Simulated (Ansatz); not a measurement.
Results of rVV10 (Ansatz, a first-principles code, plane waves, PAW) for fcc Sr.

Input:

Ansatz 0.2 input:
```yaml
crystal:
  lattice:
    - [0.0, 2.9493124222, 2.9493124222]
    - [2.9493124222, 0.0, 2.9493124222]
    - [2.9493124222, 2.9493124222, 0.0]
  atoms:
    - { symbol: Sr, position: [0.0, 0.0, 0.0] }
basis:
  ecutwfc: 520
  ecutrho_ratio: 4
  xc_grid: 2
kpoints:
  mp_grid: { grid: [16, 16, 16] }
hamiltonian:
  xc: { exchange: rpw86, correlation: pbe }
  dispersion: rvv10
  pseudopotentials: { kind: paw }
scf:
  occupations: { method: fermi_dirac, width: 0.05 }
  convergence: { dr2_threshold: 0.0000000001 }
output:
  forces: false
  stress: true
  eigenvalues: true
```

The run printed, among other lines:

```
Crystal: 1 atoms, lattice volume = 51.309 Å³
Basis set: ecut = 520 eV, 1411 PW (Γ), exchange–correlation on 64×64×64 points (8 copies of the dense FFT grid, shifted against one another)
Bands: 9, of which v1, the nominal top of the filled ones, is band 5 counted from 1 (4 counted from 0)
Symmetry: 48 space group operations
Space group: Fm-3m (ITA 225), of the structure as read, at distance tolerance 3.7e-5 Å
k-points: 145 of 4096
Functional: x = rpw86, c = pbe(β = 0.06672455060314922) + rvv10(b = 6.3, C = 0.0093)
SCF iter   1: F=—  HF=-3578.031895 eV  |F-HF|=—  |Δ(HF+E_count)|=         —  Δρ=2.67e-3  dr2=3.06e-3
SCF iter   2: F=—  HF=-3578.031822 eV  |F-HF|=—  |Δ(HF+E_count)|=   7.29e-5  Δρ=1.40e-3  dr2=9.67e-4
  ...
SCF iter   6: F=—  HF=-3578.031622 eV  |F-HF|=—  |Δ(HF+E_count)|=   1.94e-9  Δρ=6.65e-7  dr2=2.03e-10
SCF iter   7: F=-3578.031622 eV  HF=-3578.031622 eV  |F-HF|=2.73e-12  |Δ(HF+E_count)|=  3.32e-11  Δρ=9.04e-8  dr2=2.19e-12
SCF 1 converged in 7 iterations: F = -3578.031622 eV  dr2 = 2.19e-12
SCF converged after 7 iterations
Free energy (F): -3578.031622 eV
Internal energy: -3578.022420 eV  (E = F + TS)
E sigma→0 (E₀):  -3578.027021 eV
Fermi energy:    5.538954 eV
--- Stress (GPa, compression-positive) ---
        0.261293      -0.000000       0.000000
       -0.000000       0.261293       0.000000
        0.000000      -0.000000       0.261293
  P = ⅓ Tr σ = 0.2613 GPa (2.613 kbar)
```

The cell is one volume of an energy–volume scan, off the minimum.

The PAW data were made under PBE.

Computing time: very roughly 8 core-seconds.
